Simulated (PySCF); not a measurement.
**Orbital picture of Cl₂⁺**

PBE0 at R = 1.890 Å; PySCF, no relativity, basis sets Cl def2-TZVP. State: doublet, unpaired electrons π ↑. Only the outer orbitals are listed.

| spin | orbital | occ. | ε (eV) | main shells (%) |
| --- | --- | --- | --- | --- |
| α | σg | 1 | -35.86 | 89 s, 9 p |
| α | σu | 1 | -30.22 | 96 s |
| α | σg | 1 | -22.13 | 87 p, 11 s |
| α | πu | 1 | -21.13 | 98 p |
| α | πu | 1 | -20.28 | 97 p |
| α | πg | 1 | -17.77 | 99 p |
| α | πg | 1 | -16.80 | 99 p |
| α | σu | 0 | -10.45 | 90 p, 9 d |
| α | σg | 0 | -1.56 | 58 d, 38 p |
| α | πu | 0 | -1.18 | 97 d |
| β | σg | 1 | -35.32 | 87 s, 11 p |
| β | σu | 1 | -29.25 | 96 s |
| β | σg | 1 | -21.78 | 86 p, 12 s |
| β | πu | 1 | -20.09 | 97 p |
| β | πu | 1 | -19.42 | 96 p |
| β | πg | 1 | -16.54 | 99 p |
| β | πg | 0 | -13.99 | 99 p |
| β | σu | 0 | -10.14 | 90 p, 8 d |
| β | σg | 0 | -1.30 | 56 d, 40 p |

Q: Which are the highest filled and the lowest empty level, where do they sit, and how wide is the gap?

A: Highest filled β πg at -16.54 eV (in %: 99 p); lowest empty β πg at -13.99 eV (in %: 99 p); the gap at PBE0 is 2.55 eV. Both belong to one degenerate shell, split only by its one-sided filling, so this is no excitation gap.

```json
{
  "bond order (Mayer)": "1.62",
  "⟨S²⟩": "0.755",
  "polarisability along the bond": "37.3 bohr³",
  "polarisability across the bond": "13.8 bohr³"
}
```

The state was picked by a PBE0 search and need not be the measured ground state.
